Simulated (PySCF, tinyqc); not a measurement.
RHF in the sto-6g basis, for LiH, spin multiplicity 1, step by step. The lowest restricted solution is unstable here: a spin-polarised one lies 0.0351 hartree lower (PySCF). One step of it, computed by the program tinyqc.

Question. Iteration 2: DIIS coefficients. Solve [B -1; -1 0][c; lambda] = [0; -1] for the coefficients, which sum to one.

B (overlaps of the stored error matrices):
$$\begin{pmatrix}
1.4995028e-02 & 1.0435960e-02 \\
1.0435960e-02 & 3.5301623e-02
\end{pmatrix}$$

Give: DIIS coefficients.

Answer.

DIIS coefficients: [0.8451, 0.1549]
